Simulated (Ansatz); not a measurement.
A made-up structure of Si₂H₃O (charge -1), singlet:

O1  (-1.054, -0.259, 0.533)
Si2  (0.018, -1.653, 0.221)
Si3  (0.349, 0.597, 0.181)
H4  (-0.153, -1.751, -1.327)
H5  (0.101, 1.575, -0.942)
H6  (-1.892, -0.141, 1.007)
(Å)

It is relaxed with PBE-D4/def2-SVPD and then PBE0-D4/def2-TZVPD (Ansatz 0.2.0). Atoms count as bonded within 1.22 times the sum of their covalent radii (H–H: 0.88 Å). The end point is not checked to be a true minimum.

Q: Does its bonding change? (A judgement: the text doesn't fix the answer.)

A: Computed: No: no bond forms or breaks.

Where it ends: The first stage lowers the energy by 1.54 eV in 8 steps. It ends as Si₂H₃O ([OH]1[SiH][SiH]1), total charge -1:
```
atom    x (Å)    y (Å)    z (Å)
  O1  -1.3315  -0.1986   0.3177
 Si2   0.0224  -1.5607   0.1581
 Si3   0.3228   0.7852   0.4159
  H4  -0.1548  -1.6256  -1.3661
  H5   0.2092   1.2165  -1.0538
  H6  -1.6998  -0.2484   1.2012
```

Labels in which every atom is bracketed show which atoms are joined, not bond orders.

For scale, one of the runs: PBE0-D4/def2-TZVPD relaxation, 153 basis functions, launched by `ansatz run in.yaml --threads 2 --pin off --events-out ev --progress --plain --max-ram 4352MiB`. Hardware: 2 CPU threads of an AMD EPYC 9R45, shared host. Wall time about 8.5 s.
